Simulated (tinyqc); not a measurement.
Worked calculation: geometry optimisation on the PBE/sto-3g surface (energies and gradients from PySCF), for H2O, spin multiplicity 1. Computed by tinyqc, a small Python program that keeps every step (integrals from PySCF). Settings: charge = 0, multiplicity = 1, basis = sto-3g, functional = pbe,pbe, optimiser = bfgs, first Hessian = 0.6, largest step = 0.1, iteration cap = 30. Command: `OMP_NUM_THREADS=1 python tinyqc.py 31000 31001 out.jsonl` (the two numbers bound the seeds that draw the settings). One thread of a shared host (Intel(R) Xeon(R) Processor @ 2.60GHz), about 3 s of CPU time with the checks.

## Step 1: energy and gradient

positions at the start (bohr):
```
         x        y       z
1O  0.0246   0.0718  0.0643
2H  0.0359   1.4154  1.1471
3H  0.0113  -1.4438  1.2132
```

Self-consistent energy and analytic gradient at these positions.

energy = -75.220449 hartree

gradient (hartree/bohr):
```
            x          y          z
1O   0.000872   0.104140   0.128054
2H  -0.000921  -0.109583  -0.107197
3H   0.000051   0.005447  -0.020870
```

## Step 1: move

Quasi-Newton step p = -H^(-1) g (first H = 0.6 times the unit matrix); steps longer than 0.1 bohr are cut back (factor 0.265 here).

positions after step 1 (bohr):
```
         x        y       z
1O  0.0242   0.0258  0.0077
2H  0.0363   1.4638  1.1944
3H  0.0113  -1.4462  1.2224
```

## Step 2: energy and gradient

As before.

energy = -75.235110 hartree

gradient (hartree/bohr):
```
            x          y          z
1O   0.000167   0.020695   0.057768
2H  -0.000257  -0.030783  -0.037568
3H   0.000090   0.010090  -0.020210
```

## Step 2: move

inverse Hessian in use (bohr^2/hartree):
```
         1        2        3        4        5        6        7        8
1   1.6666  -0.0030  -0.0023   0.0000   0.0027   0.0024   0.0000   0.0002
2  -0.0030   1.3151  -0.2662   0.0027   0.3237   0.2783   0.0002   0.0279
3  -0.0023  -0.2662   1.5435   0.0019   0.2232   0.1713   0.0004   0.0430
4   0.0000   0.0027   0.0019   1.6666  -0.0025  -0.0021   0.0000  -0.0003
5   0.0027   0.3237   0.2232  -0.0025   1.3748  -0.2452  -0.0003  -0.0318
6   0.0024   0.2783   0.1713  -0.0021  -0.2452   1.4662  -0.0003  -0.0331
7   0.0000   0.0002   0.0004   0.0000  -0.0003  -0.0003   1.6667   0.0000
8   0.0002   0.0279   0.0430  -0.0003  -0.0318  -0.0331   0.0000   1.6705
9  -0.0001  -0.0121  -0.0481   0.0002   0.0220   0.0292  -0.0001  -0.0099

         9
1  -0.0001
2  -0.0121
3  -0.0481
4   0.0002
5   0.0220
6   0.0292
7  -0.0001
8  -0.0099
9   1.6856
```

Quasi-Newton step p = -H^(-1) g (the inverse Hessian comes from BFGS updates; coordinates in the order x, y, z of each atom); steps longer than 0.1 bohr are cut back.

positions after step 2 (bohr):
```
         x        y        z
1O  0.0243   0.0338  -0.0641
2H  0.0364   1.4781   1.2272
3H  0.0111  -1.4685   1.2614
```

## Step 3: energy and gradient

As before.

energy = -75.237964 hartree

gradient (hartree/bohr):
```
            x          y          z
1O   0.000203   0.023556  -0.002323
2H  -0.000064  -0.007650  -0.009322
3H  -0.000139  -0.015904   0.011645
```

## Step 3: move

inverse Hessian in use (bohr^2/hartree):
```
         1        2        3        4        5        6        7        8
1   1.6666  -0.0035  -0.0001   0.0000   0.0024   0.0015   0.0000   0.0011
2  -0.0035   1.2612  -0.0213   0.0024   0.2784   0.1787   0.0011   0.1271
3  -0.0001  -0.0213   1.4588   0.0018   0.2088   0.1001  -0.0016  -0.1875
4   0.0000   0.0024   0.0018   1.6666  -0.0024  -0.0018   0.0000   0.0000
5   0.0024   0.2784   0.2088  -0.0024   1.3839  -0.2168   0.0000   0.0044
6   0.0015   0.1787   0.1001  -0.0018  -0.2168   1.5490   0.0003   0.0381
7   0.0000   0.0011  -0.0016   0.0000   0.0000   0.0003   1.6667  -0.0012
8   0.0011   0.1271  -0.1875   0.0000   0.0044   0.0381  -0.0012   1.5353
9  -0.0014  -0.1574   0.1077   0.0001   0.0079   0.0176   0.0013   0.1495

         9
1  -0.0014
2  -0.1574
3   0.1077
4   0.0001
5   0.0079
6   0.0176
7   0.0013
8   0.1495
9   1.5413
```

As before.

positions after step 3 (bohr):
```
         x        y        z
1O  0.0241   0.0117  -0.0619
2H  0.0364   1.4806   1.2364
3H  0.0113  -1.4489   1.2500
```

## Convergence

Stop when the largest gradient component is below 3e-5 hartree/bohr. The inverse Hessian follows the BFGS update with s = step, y = change of gradient.

Course of the optimisation:
```
step  E (hartree)  largest gradient (hartree/bohr)
1      -75.220449                         1.28e-01
2      -75.235110                         5.78e-02
3      -75.237964                         2.36e-02
4      -75.238541                         1.88e-03
5      -75.238548                         9.73e-04
6      -75.238551                         5.01e-04
7      -75.238551                         1.43e-04
8      -75.238551                         1.31e-05
```

Final distances (angstrom):
```
pair   distance
2H-1O    1.0375
3H-1O    1.0375
3H-2H    1.5439
```

Converged in 8 steps.
